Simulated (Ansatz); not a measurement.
`CC=C(O)O` + H₂ → `C/C=C/O` + H₂O  (hydrogenolysis of a C–O bond)

Gas-phase electronic energies from Ansatz, PBE0-D4/def2-TZVP geometries. CCSD(T)/CBS is the MP2 limit (def2-TZVPP, def2-QZVPP) plus CCSD(T) − MP2 in def2-TZVPP, frozen cores. This one scheme is used for every species. DFT in def2-TZVPP. HSE06 is defined as in plane-wave codes. One conformer a species, not always the lowest.

```tsv
level	ΔE (kJ/mol)
HSE06	-60.5
RPA@PBE/def2-TZVPP	-64.3
HF/def2-TZVPP	-74.4
MP2/CBS(def2)	-68.7
```

(1) What does CCSD(T)/CBS give? (Estimate.)

(2) What do rigid-rotor, harmonic-oscillator terms from PBE0-D4/def2-TZVP frequencies (298.15 K, 1 bar) make of the CCSD(T)/CBS value? (An estimate is asked.)

Largest T1 diagnostic among the species: 0.011.

Answers

(1) Ansatz gave: -69.7 kJ/mol. The listed levels differ from it by 9.2, 5.4, -4.7, 1.0 kJ/mol.

(2) The calculation gave: ΔZPE = +19.1 kJ/mol, ΔH = -53.0 kJ/mol, ΔS = 20 J/(mol·K), ΔG = -59.1 kJ/mol.

Leaving LDA and LC-ωPBE aside and taking each functional with its dispersion term where it has one, the values, not all of them listed here, spread over 13.4 kJ/mol, from B2PLYP to r2SCAN-D4. LDA lies +17.3 kJ/mol from PBE without D4. The D4 term adds +5.4 kJ/mol with B3LYP and +2.9 kJ/mol with PBE0; it sums over pairs of atoms, weighted by their polarisabilities, and B3LYP, whose exchange is more repulsive, gets the larger term. From PBE to PBE0 (25 % exact exchange), in def2-TZVPP and without D4, ΔE moves by −3.5 kJ/mol.

B3LYP here is the variant with VWN-RPA as its local correlation; programs differ in this.
